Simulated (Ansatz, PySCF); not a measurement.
Molecule: C$_{4}$H$_{3}$S (charge 0, doublet). It need not be the lowest isomer of its formula. SMILES: [c]1ccsc1
Coordinates optimised at B3LYP-D3(BJ)/def2-TZVP (Ansatz, a quantum-chemistry and plane-wave program):
```xyz
8

S      0.0011     0.0182     1.1362
C      0.0026     1.2954    -0.0469
C     -0.0025    -1.2024    -0.0775
C      0.0003     0.7306    -1.2666
C     -0.0026    -0.6765    -1.3412
H      0.0050     2.3282     0.2558
H     -0.0044    -2.2424     0.2072
H     -0.0047    -1.2602    -2.2485
```
Charge 0, spin multiplicity 2.
Markedly spin-contaminated UHF reference, which strains HF, MP2 and, less, CCSD(T): [c]1ccsc1.

Property: enthalpy of formation at 298 K (from the atomisation energy, B3LYP-D3(BJ)/def2-TZVP harmonic zero-point and thermal terms from PySCF, and the atoms' enthalpies of formation in the G2/97 table; no spin-orbit terms, and no core term in the frozen-core levels), in kcal/mol. Valence correlation only, unless marked. UHF or UKS for open shells. No spin-orbit coupling. No relativistic terms. The coupled-cluster limit lacks core correlation, which all-electron functionals hold. CBS(X,Y): correlation extrapolated as X^-3; Hartree-Fock from the larger set. The bracket is a focal-point correction in the basis named.

```tsv
level	program	enthalpy of formation at 298 K (kcal/mol)	minus last row
PBE0/def2-SVP	Ansatz	68.8	-26.5
M06-2X/def2-TZVPD	PySCF	89.2	-6.1
HSE06-D4/def2-TZVPD	Ansatz + dftd4	70.0	-25.3
RI-MP2/CBS(cc-pV(T+d)Z,cc-pV(Q+d)Z)	Ansatz	79.5	-15.8
SCS-MP2/6-31G	Ansatz	246.6	151.3
CCSD(T)/cc-pV(D+d)Z	Ansatz	164.7	69.4
RI-MP2/CBS(cc-pV(T+d)Z,cc-pV(Q+d)Z)+[CCSD(T)-MP2]/cc-pV(T+d)Z	Ansatz	95.3	0.0
```
